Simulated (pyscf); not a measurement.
This saddle point was located with ωB97X-D3(BJ)/def2-SVP in PySCF.

```
Si
N 1 1.7013
H 2 1.0131 1 122.94
H 2 1.0131 3 114.03 1 177.73
H 1 1.5728 2 117.64 3 88.85
H 5 1.1981 2 149.03 3 71.50
Cl 1 2.0572 5 105.63 2 120.86
Cl 1 2.0572 5 105.56 2 -120.85
```
Charge 0, spin multiplicity 2.

Surface: doublet, charge 0. Lowest wavenumbers (cm⁻¹): 965i, 61, 153, 161, 174.

### Question
What reaction is this the transition state of?

### Answer
H₂N–SiH(Cl)–Cl (SMILES N[SiH](Cl)Cl) + H• (SMILES [H]) ⇌ H₂N–Si•(Cl)–Cl (SMILES N[Si](Cl)Cl) + H₂ (SMILES [H][H]), a hydrogen abstraction read from left to right: H–Si broken and H–H formed. At ωB97M-D3(BJ)/def2-TZVP it lies +0.22 eV from the left side and +0.69 eV from the right (each side as separated species at their lowest minima found). One saddle was located; it need not be the lowest between these sides. The angle at the transferred H is 178°.
